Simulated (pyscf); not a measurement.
# Four-centre exchange: H₃Ge–AsH₂ (SMILES [GeH3][AsH2]) + H₂O (SMILES O) → HO–AsH₂ (SMILES O[AsH2]) + GeH₄ (SMILES [GeH4])

Gas phase, singlet surface, charge 0. Bonds broken: As1–Ge2, O8–H9. Bonds formed: As1–O8, Ge2–H9. Structures and frequencies: ωB97X-D3(BJ)/def2-SVP in PySCF.

Transition state (Å):

```xyz
10

As     0.9340     0.4566     1.1215
Ge    -0.9219    -1.2940    -0.4444
H      1.1571     1.1976    -0.1792
H      1.2400     1.7197     1.9601
H     -2.1178    -1.3700    -1.4365
H      0.3332    -1.4991    -1.3415
H     -1.0114    -2.6098     0.3780
O     -0.9529     1.2166     1.3227
H     -1.3078     0.4384     0.6849
H     -1.3057     1.0476     2.2158
```

One imaginary mode, 356i cm⁻¹; descent along it reached the two sides named.

| bond | change | reactant side (Å) | saddle | product side |
|---|---|---|---|---|
| As1–Ge2 | breaks | 2.397 | 3.0 | 3.7 |
| O8–H9 | breaks | 0.965 | 1.067 | 2.8 |
| As1–O8 | forms | 3.7 | 2.044 | 1.803 |
| Ge2–H9 | forms | 3.2 | 2.104 | 1.536 |

Electronic energies relative to the separated reactants (eV):

```tsv
level	barrier	reaction energy	reverse barrier
ωB97X-D3(BJ)/def2-TZVP	2.68	+0.81	1.87
PBE/def2-TZVP	2.10	+0.69	1.41
r²SCAN/def2-TZVP	2.32	+0.70	1.62
B3LYP-D3(BJ)/def2-TZVP	2.33	+0.66	1.66
PBE0-D3(BJ)/def2-TZVP	2.38	+0.77	1.60
M06-2X/def2-TZVP	2.51	+0.65	1.86
ωB97M-D3(BJ)/def2-TZVP	2.51	+0.64	1.86
HF/def2-TZVP	3.39	+0.54	2.85
```

With ωB97M-D3(BJ)/def2-TZVP energies and thermal terms (ideal gas, 1 atm, RRHO with modes under 100 cm⁻¹ raised to 100, one conformer, R ln 2 for chiral ones without a mode under 150 cm⁻¹), in eV:

| T (K) | ΔH‡ | ΔG‡ | ΔH | ΔG |
|---|---|---|---|---|
| 298 | 2.43 | 2.88 | +0.57 | +0.62 |
| 600 | 2.44 | 3.33 | +0.55 | +0.68 |
| 900 | 2.46 | 3.77 | +0.55 | +0.74 |
| 1200 | 2.50 | 4.20 | +0.56 | +0.81 |

The same reactants have a lower exit, to AsH₃ + HO–GeH₃ (barrier +1.73 eV at ωB97M-D3(BJ)/def2-TZVP, against +2.51 eV here). One saddle was located; it need not be the lowest between these sides. Elements up to Kr have no core potential and no relativistic terms here.
